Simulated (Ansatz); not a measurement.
CH3 (SMILES [CH3]) moved off its minimum; all values from Ansatz (a program for electronic structure), cores frozen in correlated methods. Open shells are unrestricted.
(charge 0, multiplicity 2)
```xyz
4

C     -0.04937    -0.00019     0.01603
H      1.00772    -0.20994     0.01462
H     -0.73155    -0.81791     0.02633
H     -0.17916     0.89118    -0.11053
```

```json
[
 {"level": "HF/def2-TZVPP", "largest force (eV/Å)": "10.14", "on atom": "H4", "rms difference from CCSD(T)/aug-cc-pVTZ (eV/Å)": "0.156", "dipole (D)": "0.11"},
 {"level": "PBE/def2-TZVPP", "largest force (eV/Å)": "10.46", "on atom": "H4", "rms difference from CCSD(T)/aug-cc-pVTZ (eV/Å)": "0.123", "dipole (D)": "0.11"},
 {"level": "r2SCAN/def2-TZVPP", "largest force (eV/Å)": "10.22", "on atom": "H4", "rms difference from CCSD(T)/aug-cc-pVTZ (eV/Å)": "0.037", "dipole (D)": "0.10"},
 {"level": "B3LYP/def2-TZVPP", "largest force (eV/Å)": "10.12", "on atom": "H4", "rms difference from CCSD(T)/aug-cc-pVTZ (eV/Å)": "0.065", "dipole (D)": "0.11"},
 {"level": "wB97M-V/def2-TZVPP", "largest force (eV/Å)": "10.12", "on atom": "H4", "rms difference from CCSD(T)/aug-cc-pVTZ (eV/Å)": "0.069", "dipole (D)": "0.11"},
 {"level": "MP2/aug-cc-pVTZ", "largest force (eV/Å)": "10.20", "on atom": "H4", "rms difference from CCSD(T)/aug-cc-pVTZ (eV/Å)": "0.082", "dipole (D)": "0.10"},
 {"level": "CCSD(T)/aug-cc-pVTZ", "largest force (eV/Å)": "10.29", "on atom": "H4", "rms difference from CCSD(T)/aug-cc-pVTZ (eV/Å)": "0.000", "dipole (D)": "0.10"}
]
```

The differences count from one level among others, with limits of its own. Forces at CCSD(T)/aug-cc-pVTZ (eV/Å):

| atom | Fx | Fy | Fz |
|---|---|---|---|
| C1 | 2.956 | -9.213 | 1.247 |
| H2 | 0.195 | -0.619 | 0.133 |
| H3 | -0.547 | -0.026 | -0.007 |
| H4 | -2.605 | 9.858 | -1.374 |
